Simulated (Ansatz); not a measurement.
`OC1=NC1` and `COC1=NC1` differ in one atom or group.

Ansatz, PBE0-D4/def2-TZVP geometries, multiplicity 1. Each molecule was computed in one conformer, which needn't be the lowest.

```
                                                                                  property  `OC1=NC1`
ideal-gas entropy at 298 K and 1 bar (rigid rotor, harmonic PBE0-D4/def2-TZVP) / J/(mol·K)        269
                                          size of the dipole moment (B3LYP/def2-TZVPP) / D       1.60
                                            size of the dipole moment (PBE/def2-TZVPP) / D       1.64
                                            zero-point energy (PBE0-D4/def2-TZVP) / kJ/mol      134.3
                                                       HOMO–LUMO gap (PBE/def2-TZVPP) / eV       6.14
                                                       LUMO energy (B3LYP/def2-TZVPP) / eV       0.08
```

Question: Give the same properties after the change, and the shifts. (Estimate.)

Answer: The calculation gave: 
| property | `COC1=NC1` | shift |
| --- | --- | --- |
| ideal-gas entropy at 298 K and 1 bar (rigid rotor, harmonic PBE0-D4/def2-TZVP) / J/(mol·K) | 307 | 38 |
| size of the dipole moment (B3LYP/def2-TZVPP) / D | 1.97 | 0.37 |
| size of the dipole moment (PBE/def2-TZVPP) / D | 1.99 | 0.35 |
| zero-point energy (PBE0-D4/def2-TZVP) / kJ/mol | 208.1 | 73.8 |
| HOMO–LUMO gap (PBE/def2-TZVPP) / eV | 6.02 | -0.12 |
| LUMO energy (B3LYP/def2-TZVPP) / eV | 0.50 | 0.42 |

With PBE0 the HOMO rises by 0.23 eV and the LUMO rises by 0.31 eV, so the gap widens by about 0.08 eV. PBE moves the HOMO by 0.22 eV and ωB97M-V by 0.24 eV. The zero-point energy changes by 73.8 kJ/mol with +9 modes. Dipoles are sizes alone; their direction can turn.

B3LYP here is the variant with VWN-RPA as its local correlation; programs differ in this.
